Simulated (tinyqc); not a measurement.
Inside a calculation (part 1 of 3). Method: UHF in the sto-6g basis, for H3O+, spin multiplicity 1. Computed by tinyqc, a small Python program that keeps every step (integrals from PySCF). Settings: charge = 1, multiplicity = 1, basis = sto-6g, energy threshold = 1e-08, iteration cap = 62, orthogonalisation = symmetric, start = core, DIIS depth = 0, damping = 0.5, method = UHF, break = 0.4. Command: `OMP_NUM_THREADS=1 python tinyqc.py 31792 31793 out.jsonl` (the two numbers bound the seeds that draw the settings). One thread of a shared host (Intel(R) Xeon(R) Processor @ 2.60GHz), about 0.2 s of CPU time with the checks. Later iterations appear only in the table of the cycle.

## One-electron integrals

Geometry (angstrom):
```
atom          x          y         z
O      0.000000   0.000000  0.207000
H      1.227000   0.000000  0.000000
H     -0.614000   1.063000  0.000000
H     -0.614000  -1.063000  0.000000
```

Basis sto-6g: exponents (1/bohr^2) and contraction coefficients of normalised primitives:
```
element  l (shell)     exponent  coefficient
O            s (1)  1355.584234     0.009164
O            s (1)   248.544885     0.049361
O            s (1)    69.533902     0.168538
O            s (1)    23.886772     0.370563
O            s (1)     9.275933     0.416492
O            s (1)     3.820341     0.130334
O            s (2)    52.187762    -0.013253
O            s (2)    10.329320    -0.046992
O            s (2)     3.210345    -0.033785
O            s (2)     1.235135     0.250242
O            s (2)     0.536420     0.595117
O            s (2)     0.245881     0.240706
O            p (3)    52.187762     0.003760
O            p (3)    10.329320     0.037679
O            p (3)     3.210345     0.173897
O            p (3)     1.235135     0.418036
O            p (3)     0.536420     0.425860
O            p (3)     0.245881     0.101708
H            s (1)    35.523221     0.009164
H            s (1)     6.513144     0.049361
H            s (1)     1.822143     0.168538
H            s (1)     0.625955     0.370563
H            s (1)     0.243077     0.416492
H            s (1)     0.100112     0.130334
```

Overlap, kinetic and nuclear-attraction integrals over the contracted functions; the nuclear repulsion is the sum of Za Zb / Rab.

nuclear repulsion = 10.95003416 hartree

overlap S, order 1O 1s, 1O 2s, 1O 2px, 1O 2py, 1O 2pz, 2H 1s, 3H 1s, 4H 1s:
```
[[1.000000, 0.231145, 0.000000, 0.000000, 0.000000, 0.028578, 0.028539, 0.028539],
 [0.231145, 1.000000, 0.000000, 0.000000, 0.000000, 0.310471, 0.310184, 0.310184],
 [0.000000, 0.000000, 1.000000, 0.000000, 0.000000, 0.281257, -0.140572, -0.140572],
 [0.000000, 0.000000, 0.000000, 1.000000, 0.000000, 0.000000, 0.243367, -0.243367],
 [0.000000, 0.000000, 0.000000, 0.000000, 1.000000, -0.047449, -0.047391, -0.047391],
 [0.028578, 0.310471, 0.281257, 0.000000, -0.047449, 1.000000, 0.097822, 0.097822],
 [0.028539, 0.310184, -0.140572, 0.243367, -0.047391, 0.097822, 1.000000, 0.097798],
 [0.028539, 0.310184, -0.140572, -0.243367, -0.047391, 0.097822, 0.097798, 1.000000]]
```

kinetic energy T (hartree), order 1O 1s, 1O 2s, 1O 2px, 1O 2py, 1O 2pz, 2H 1s, 3H 1s, 4H 1s:
```
[[29.327197, -0.896024, 0.000000, 0.000000, 0.000000, -0.006526, -0.006525, -0.006525],
 [-0.896024, 0.842618, 0.000000, 0.000000, 0.000000, 0.029907, 0.029781, 0.029781],
 [0.000000, 0.000000, 2.531309, 0.000000, 0.000000, 0.111960, -0.055881, -0.055881],
 [0.000000, 0.000000, 0.000000, 2.531309, 0.000000, 0.000000, 0.096745, -0.096745],
 [0.000000, 0.000000, 0.000000, 0.000000, 2.531309, -0.018888, -0.018839, -0.018839],
 [-0.006526, 0.029907, 0.111960, 0.000000, -0.018888, 0.768522, -0.012130, -0.012130],
 [-0.006525, 0.029781, -0.055881, 0.096745, -0.018839, -0.012130, 0.768522, -0.012130],
 [-0.006525, 0.029781, -0.055881, -0.096745, -0.018839, -0.012130, -0.012130, 0.768522]]
```

nuclear attraction V (hartree), order 1O 1s, 1O 2s, 1O 2px, 1O 2py, 1O 2pz, 2H 1s, 3H 1s, 4H 1s:
```
[[-62.533725, -6.446086, -0.000006, 0.000000, 0.004846, -0.906949, -0.905729, -0.905729],
 [-6.446086, -10.272966, -0.000060, 0.000000, 0.057028, -2.361919, -2.359374, -2.359374],
 [-0.000006, -0.000060, -10.302594, 0.000000, 0.000015, -1.887884, 0.943377, 0.943377],
 [0.000000, 0.000000, 0.000000, -10.302473, 0.000000, 0.000000, -1.633244, 1.633244],
 [0.004846, 0.057028, 0.000015, 0.000000, -10.212642, 0.329625, 0.329167, 0.329167],
 [-0.906949, -2.361919, -1.887884, 0.000000, 0.329625, -5.100321, -0.568652, -0.568652],
 [-0.905729, -2.359374, 0.943377, -1.633244, 0.329167, -0.568652, -5.098837, -0.568395],
 [-0.905729, -2.359374, 0.943377, 1.633244, 0.329167, -0.568652, -0.568395, -5.098837]]
```

core Hamiltonian H = T + V (hartree), order 1O 1s, 1O 2s, 1O 2px, 1O 2py, 1O 2pz, 2H 1s, 3H 1s, 4H 1s:
```
[[-33.206528, -7.342110, -0.000006, 0.000000, 0.004846, -0.913474, -0.912254, -0.912254],
 [-7.342110, -9.430348, -0.000060, 0.000000, 0.057028, -2.332012, -2.329592, -2.329592],
 [-0.000006, -0.000060, -7.771285, 0.000000, 0.000015, -1.775924, 0.887497, 0.887497],
 [0.000000, 0.000000, 0.000000, -7.771164, 0.000000, 0.000000, -1.536499, 1.536499],
 [0.004846, 0.057028, 0.000015, 0.000000, -7.681333, 0.310737, 0.310327, 0.310327],
 [-0.913474, -2.332012, -1.775924, 0.000000, 0.310737, -4.331798, -0.580782, -0.580782],
 [-0.912254, -2.329592, 0.887497, -1.536499, 0.310327, -0.580782, -4.330315, -0.580524],
 [-0.912254, -2.329592, 0.887497, 1.536499, 0.310327, -0.580782, -0.580524, -4.330315]]
```

## Two-electron integrals

Functions are numbered as in S; the eight-fold symmetry (ij|kl) = (ji|kl) = (kl|ij) leaves the list below.

Two-electron integrals (ij|kl) in chemists' order, unique and non-zero (hartree):
```
(11|11) 4.787491    (21|11) 0.675884    (21|21) 0.121505    (22|11) 1.117379
(22|21) 0.249212    (22|22) 0.817383    (31|31) 0.025762    (32|31) 0.039145
(32|32) 0.180664    (33|11) 1.117381    (33|21) 0.249212    (33|22) 0.817382
(33|33) 0.880663    (41|41) 0.025762    (42|41) 0.039145    (42|42) 0.180664
(43|43) 0.047461    (44|11) 1.117381    (44|21) 0.249212    (44|22) 0.817382
(44|33) 0.785741    (44|44) 0.880663    (51|51) 0.025762    (52|51) 0.039145
(52|52) 0.180664    (53|53) 0.047461    (54|54) 0.047461    (55|11) 1.117381
(55|21) 0.249212    (55|22) 0.817382    (55|33) 0.785741    (55|44) 0.785741
(55|55) 0.880663    (61|11) 0.088790    (61|21) 0.015316    (61|22) 0.030781
(61|31) 0.000741    (61|32) 0.001458    (61|33) 0.030905    (61|44) 0.030716
(61|51) -0.000125   (61|52) -0.000246   (61|53) -0.000032   (61|55) 0.030722
(61|61) 0.001967    (62|11) 0.240408    (62|21) 0.054490    (62|22) 0.201047
(62|31) 0.004323    (62|32) 0.033391    (62|33) 0.207706    (62|44) 0.197574
(62|51) -0.000729   (62|52) -0.005633   (62|53) -0.001709   (62|55) 0.197862
(62|61) 0.006923    (62|62) 0.064705    (63|11) 0.182913    (63|21) 0.042004
(63|22) 0.165143    (63|31) 0.008539    (63|32) 0.058392    (63|33) 0.179185
(63|44) 0.158012    (63|51) -0.000476   (63|52) -0.004238   (63|53) -0.002439
(63|55) 0.158232    (63|61) 0.005550    (63|62) 0.064559    (63|63) 0.072121
(64|41) 0.005720    (64|42) 0.033273    (64|43) 0.006715    (64|54) -0.001133
(64|64) 0.008579    (65|11) -0.030858   (65|21) -0.007086   (65|22) -0.027860
(65|31) -0.000476   (65|32) -0.004238   (65|33) -0.027964   (65|44) -0.026657
(65|51) 0.005800    (65|52) 0.033988    (65|53) 0.006935    (65|55) -0.028960
(65|61) -0.000936   (65|62) -0.010891   (65|63) -0.010720   (65|65) 0.010388
(66|11) 0.420186    (66|21) 0.096980    (66|22) 0.411267    (66|31) 0.008819
(66|32) 0.095889    (66|33) 0.439913    (66|44) 0.396323    (66|51) -0.001488
(66|52) -0.016177   (66|53) -0.007354   (66|55) 0.397564    (66|61) 0.012400
(66|62) 0.177639    (66|63) 0.201514    (66|65) -0.033996   (66|66) 0.774999
(71|11) 0.088671    (71|21) 0.015295    (71|22) 0.030740    (71|31) -0.000370
(71|32) -0.000728   (71|33) 0.030722    (71|41) 0.000641    (71|42) 0.001261
(71|43) -0.000081   (71|44) 0.030816    (71|51) -0.000125   (71|52) -0.000245
(71|53) 0.000016    (71|54) -0.000027   (71|55) 0.030681    (71|61) 0.001930
(71|62) 0.006640    (71|63) 0.005015    (71|64) 0.000184    (71|65) -0.000900
(71|66) 0.011793    (71|71) 0.001962    (72|11) 0.240147    (72|21) 0.054431
(72|22) 0.200837    (72|31) -0.002160   (72|32) -0.016685   (72|33) 0.199899
(72|41) 0.003740    (72|42) 0.028886    (72|43) -0.004384   (72|44) 0.204957
(72|51) -0.000728   (72|52) -0.005625   (72|53) 0.000854    (72|54) -0.001478
(72|55) 0.197655    (72|61) 0.006642    (72|62) 0.048828    (72|63) 0.037713
(72|64) 0.005517    (72|65) -0.007974   (72|66) 0.104602    (72|71) 0.006906
(72|72) 0.064578    (73|11) -0.091403   (73|21) -0.020990   (73|22) -0.082526
(73|31) 0.006418    (73|32) 0.039513    (73|33) -0.086641   (73|41) -0.001220
(73|42) -0.010870   (73|43) 0.007485    (73|44) -0.081864   (73|51) 0.000238
(73|52) 0.002117    (73|53) -0.001457   (73|54) 0.000565    (73|55) -0.079072
(73|61) -0.002350   (73|62) -0.014089   (73|63) -0.005267   (73|64) -0.001155
(73|65) 0.002263    (73|66) -0.025320   (73|71) -0.002770   (73|72) -0.032232
(73|73) 0.024431    (74|11) 0.158243    (74|21) 0.036339    (74|22) 0.142874
(74|31) -0.001220   (74|32) -0.010870   (74|33) 0.138381    (74|41) 0.007825
(74|42) 0.052053    (74|43) -0.006256   (74|44) 0.153346    (74|51) -0.000411
(74|52) -0.003664   (74|53) 0.000565    (74|54) -0.002109   (74|55) 0.136896
(74|61) 0.004436    (74|62) 0.035422    (74|63) 0.027295    (74|64) 0.009833
(74|65) -0.005682   (74|66) 0.077608    (74|71) 0.004795    (74|72) 0.055802
(74|73) -0.027475   (74|74) 0.056127    (75|11) -0.030815   (75|21) -0.007076
(75|22) -0.027822   (75|31) 0.000238    (75|32) 0.002117    (75|33) -0.026947
(75|41) -0.000411   (75|42) -0.003664   (75|43) 0.000565    (75|44) -0.027599
(75|51) 0.005793    (75|52) 0.033948    (75|53) -0.003465   (75|54) 0.005999
(75|55) -0.028920   (75|61) -0.000900   (75|62) -0.007972   (75|63) -0.006049
(75|64) -0.000882   (75|65) 0.007425    (75|66) -0.018404   (75|71) -0.000934
(75|72) -0.010866   (75|73) 0.005350    (75|74) -0.009263   (75|75) 0.010365
(76|11) 0.054773    (76|21) 0.012533    (76|22) 0.049928    (76|31) 0.000398
(76|32) 0.003623    (76|33) 0.050178    (76|41) 0.000689    (76|42) 0.006280
(76|43) 0.000268    (76|44) 0.050489    (76|51) -0.000269   (76|52) -0.002446
(76|53) -0.000290   (76|54) -0.000503   (76|55) 0.049117    (76|61) 0.001568
(76|62) 0.015516    (76|63) 0.014573    (76|64) 0.001671    (76|65) -0.002947
(76|66) 0.043988    (76|71) 0.001566    (76|72) 0.015502    (76|73) -0.005839
(76|74) 0.013446    (76|75) -0.002944   (76|76) 0.004736    (77|11) 0.420003
(77|21) 0.096938    (77|22) 0.411106    (77|31) -0.004407   (77|32) -0.047932
(77|33) 0.407070    (77|41) 0.007630    (77|42) 0.082984    (77|43) -0.018866
(77|44) 0.428835    (77|51) -0.001486   (77|52) -0.016160   (77|53) 0.003674
(77|54) -0.006360   (77|55) 0.397412    (77|61) 0.011804    (77|62) 0.104673
(77|63) 0.079908    (77|64) 0.016901    (77|65) -0.018419   (77|66) 0.248373
(77|71) 0.012378    (77|72) 0.177431    (77|73) -0.100687   (77|74) 0.174316
(77|75) -0.033945   (77|76) 0.043988    (77|77) 0.774999    (81|11) 0.088671
(81|21) 0.015295    (81|22) 0.030740    (81|31) -0.000370   (81|32) -0.000728
(81|33) 0.030722    (81|41) -0.000641   (81|42) -0.001261   (81|43) 0.000081
(81|44) 0.030816    (81|51) -0.000125   (81|52) -0.000245   (81|53) 0.000016
(81|54) 0.000027    (81|55) 0.030681    (81|61) 0.001930    (81|62) 0.006640
(81|63) 0.005015    (81|64) -0.000184   (81|65) -0.000900   (81|66) 0.011793
(81|71) 0.001928    (81|72) 0.006633    (81|73) -0.002665   (81|74) 0.004247
(81|75) -0.000899   (81|76) 0.001516    (81|77) 0.011788    (81|81) 0.001962
(82|11) 0.240147    (82|21) 0.054431    (82|22) 0.200837    (82|31) -0.002160
(82|32) -0.016685   (82|33) 0.199899    (82|41) -0.003740   (82|42) -0.028886
(82|43) 0.004384    (82|44) 0.204957    (82|51) -0.000728   (82|52) -0.005625
(82|53) 0.000854    (82|54) 0.001478    (82|55) 0.197655    (82|61) 0.006642
(82|62) 0.048828    (82|63) 0.037713    (82|64) -0.005517   (82|65) -0.007974
(82|66) 0.104602    (82|71) 0.006633    (82|72) 0.048781    (82|73) -0.023624
(82|74) 0.029876    (82|75) -0.007965   (82|76) 0.012041    (82|77) 0.104579
(82|81) 0.006906    (82|82) 0.064578    (83|11) -0.091403   (83|21) -0.020990
(83|22) -0.082526   (83|31) 0.006418    (83|32) 0.039513    (83|33) -0.086641
(83|41) 0.001220    (83|42) 0.010870    (83|43) -0.007485   (83|44) -0.081864
(83|51) 0.000238    (83|52) 0.002117    (83|53) -0.001457   (83|54) -0.000565
(83|55) -0.079072   (83|61) -0.002350   (83|62) -0.014089   (83|63) -0.005267
(83|64) 0.001155    (83|65) 0.002263    (83|66) -0.025320   (83|71) -0.002665
(83|72) -0.023624   (83|73) 0.017373    (83|74) -0.014218   (83|75) 0.003787
(83|76) -0.004469   (83|77) -0.054572   (83|81) -0.002770   (83|82) -0.032232
(83|83) 0.024431    (84|11) -0.158243   (84|21) -0.036339   (84|22) -0.142874
(84|31) 0.001220    (84|32) 0.010870    (84|33) -0.138381   (84|41) 0.007825
(84|42) 0.052053    (84|43) -0.006256   (84|44) -0.153346   (84|51) 0.000411
(84|52) 0.003664    (84|53) -0.000565   (84|54) -0.002109   (84|55) -0.136896
(84|61) -0.004436   (84|62) -0.035422   (84|63) -0.027295   (84|64) 0.009833
(84|65) 0.005682    (84|66) -0.077608   (84|71) -0.004247   (84|72) -0.029876
(84|73) 0.014218    (84|74) -0.012796   (84|75) 0.004793    (84|76) -0.007735
(84|77) -0.060705   (84|81) -0.004795   (84|82) -0.055802   (84|83) 0.027475
(84|84) 0.056127    (85|11) -0.030815   (85|21) -0.007076   (85|22) -0.027822
(85|31) 0.000238    (85|32) 0.002117    (85|33) -0.026947   (85|41) 0.000411
(85|42) 0.003664    (85|43) -0.000565   (85|44) -0.027599   (85|51) 0.005793
(85|52) 0.033948    (85|53) -0.003465   (85|54) -0.005999   (85|55) -0.028920
(85|61) -0.000900   (85|62) -0.007972   (85|63) -0.006049   (85|64) 0.000882
(85|65) 0.007425    (85|66) -0.018404   (85|71) -0.000899   (85|72) -0.007965
(85|73) 0.003787    (85|74) -0.004793   (85|75) 0.007417    (85|76) -0.002205
(85|77) -0.018398   (85|81) -0.000934   (85|82) -0.010866   (85|83) 0.005350
(85|84) 0.009263    (85|85) 0.010365    (86|11) 0.054773    (86|21) 0.012533
(86|22) 0.049928    (86|31) 0.000398    (86|32) 0.003623    (86|33) 0.050178
(86|41) -0.000689   (86|42) -0.006280   (86|43) -0.000268   (86|44) 0.050489
(86|51) -0.000269   (86|52) -0.002446   (86|53) -0.000290   (86|54) 0.000503
(86|55) 0.049117    (86|61) 0.001568    (86|62) 0.015516    (86|63) 0.014573
(86|64) -0.001671   (86|65) -0.002947   (86|66) 0.043988    (86|71) 0.001516
(86|72) 0.012041    (86|73) -0.004469   (86|74) 0.007735    (86|75) -0.002205
(86|76) 0.003703    (86|77) 0.026942    (86|81) 0.001566    (86|82) 0.015502
(86|83) -0.005839   (86|84) -0.013446   (86|85) -0.002944   (86|86) 0.004736
(87|11) 0.054746    (87|21) 0.012526    (87|22) 0.049906    (87|31) -0.000796
(87|32) -0.007250   (87|33) 0.050622    (87|44) 0.050000    (87|51) -0.000268
(87|52) -0.002444   (87|53) 0.000581    (87|55) 0.049095    (87|61) 0.001518
(87|62) 0.012047    (87|63) 0.008936    (87|65) -0.002206   (87|66) 0.026937
(87|71) 0.001565    (87|72) 0.015496    (87|73) -0.008727   (87|74) 0.011772
(87|75) -0.002942   (87|76) 0.003702    (87|77) 0.043975    (87|81) 0.001565
(87|82) 0.015496    (87|83) -0.008727   (87|84) -0.011772   (87|85) -0.002942
(87|86) 0.003702    (87|87) 0.004734    (88|11) 0.420003    (88|21) 0.096938
(88|22) 0.411106    (88|31) -0.004407   (88|32) -0.047932   (88|33) 0.407070
(88|41) -0.007630   (88|42) -0.082984   (88|43) 0.018866    (88|44) 0.428835
(88|51) -0.001486   (88|52) -0.016160   (88|53) 0.003674    (88|54) 0.006360
(88|55) 0.397412    (88|61) 0.011804    (88|62) 0.104673    (88|63) 0.079908
(88|64) -0.016901   (88|65) -0.018419   (88|66) 0.248373    (88|71) 0.011788
(88|72) 0.104579    (88|73) -0.054572   (88|74) 0.060705    (88|75) -0.018398
(88|76) 0.026942    (88|77) 0.248356    (88|81) 0.012378    (88|82) 0.177431
(88|83) -0.100687   (88|84) -0.174316   (88|85) -0.033945   (88|86) 0.043988
(88|87) 0.043975    (88|88) 0.774999
```

## Orthogonalisation

S = U s U^T; symmetric (Loewdin) form X = U s^(-1/2) U^T, so that X^T S X = 1.

eigenvalues of S: [0.501259, 0.603208, 0.603471, 0.964824, 1.029328, 1.298731, 1.298963, 1.700217]

X, order 1O 1s, 1O 2s, 1O 2px, 1O 2py, 1O 2pz, 2H 1s, 3H 1s, 4H 1s:
```
[[1.022404, -0.132273, -0.000005, 0.000000, 0.001885, 0.014281, 0.014268, 0.014268],
 [-0.132273, 1.141094, 0.000061, 0.000000, -0.017962, -0.165323, -0.165113, -0.165113],
 [-0.000005, 0.000061, 1.053647, 0.000000, -0.000011, -0.165810, 0.082858, 0.082858],
 [0.000000, 0.000000, 0.000000, 1.053560, 0.000000, 0.000000, -0.143442, 0.143442],
 [0.001885, -0.017962, -0.000011, 0.000000, 1.002684, 0.024798, 0.024759, 0.024759],
 [0.014281, -0.165323, -0.165810, 0.000000, 0.024798, 1.079904, -0.031461, -0.031461],
 [0.014268, -0.165113, 0.082858, -0.143442, 0.024759, -0.031461, 1.079752, -0.031451],
 [0.014268, -0.165113, 0.082858, 0.143442, 0.024759, -0.031461, -0.031451, 1.079752]]
```

## Starting guess

The start is the orbitals of the core Hamiltonian, with HOMO and LUMO mixed by +/-0.4 rad for the two spins; D(s) = C_occ C_occ^T for each spin.

D(alpha) at the start, order 1O 1s, 1O 2s, 1O 2px, 1O 2py, 1O 2pz, 2H 1s, 3H 1s, 4H 1s:
```
[[1.061205, -0.273480, -0.000008, 0.000000, 0.023187, 0.025055, 0.025059, 0.025059],
 [-0.273480, 1.224876, 0.000130, 0.000000, -0.193388, -0.127256, -0.126865, -0.126865],
 [-0.000008, 0.000130, 1.095021, 0.000000, -0.000805, -0.142499, 0.070933, 0.070933],
 [0.000000, 0.000000, 0.000000, 1.094868, 0.000000, 0.000000, -0.123113, 0.123113],
 [0.023187, -0.193388, -0.000805, 0.000000, 0.892972, 0.242486, 0.238099, 0.238099],
 [0.025055, -0.127256, -0.142499, 0.000000, 0.242486, 0.089060, 0.060172, 0.060172],
 [0.025059, -0.126865, 0.070933, -0.123113, 0.238099, 0.060172, 0.086748, 0.059061],
 [0.025059, -0.126865, 0.070933, 0.123113, 0.238099, 0.060172, 0.059061, 0.086748]]
```

D(beta) at the start, order 1O 1s, 1O 2s, 1O 2px, 1O 2py, 1O 2pz, 2H 1s, 3H 1s, 4H 1s:
```
[[1.062658, -0.284074, -0.000048, 0.000000, -0.004789, 0.035737, 0.035527, 0.035527],
 [-0.284074, 1.290790, 0.000325, 0.000000, 0.094160, -0.173977, -0.172624, -0.172624],
 [-0.000048, 0.000325, 1.095022, 0.000000, 0.000708, -0.142523, 0.070910, 0.070910],
 [0.000000, 0.000000, 0.000000, 1.094868, 0.000000, 0.000000, -0.123113, 0.123113],
 [-0.004789, 0.094160, 0.000708, 0.000000, 0.817576, -0.192704, -0.188575, -0.188575],
 [0.035737, -0.173977, -0.142523, 0.000000, -0.192704, 0.081920, 0.053102, 0.053102],
 [0.035527, -0.172624, 0.070910, -0.123113, -0.188575, 0.053102, 0.079748, 0.052061],
 [0.035527, -0.172624, 0.070910, 0.123113, -0.188575, 0.053102, 0.052061, 0.079748]]
```
